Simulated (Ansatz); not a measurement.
Ansatz (a program for electronic structure) input (HF/3-21G): The .json file is the Basis Set Exchange's 3-21G.

Ansatz 0.2 input:
```yaml
crystal:
  periodic: [false, false, false]
  atoms:
    - {symbol: C, position_ang: [-0.00000000, -0.00000000, -0.73162960]}
    - {symbol: N, position_ang: [0.00000000, 0.00000000, 0.62711108]}
basis:
  gaussian:
    orbitals: 3-21G.json
hamiltonian:
  xc: {name: HF}
total_charge: 1
phonons: {temperatures: {t_min: 298.15, t_max: 298.15, t_step: 100}}
```

**Question.** Which harmonic wavenumbers does it give?

**Answer.** 1300 cm⁻¹ (unscaled; negative means imaginary).
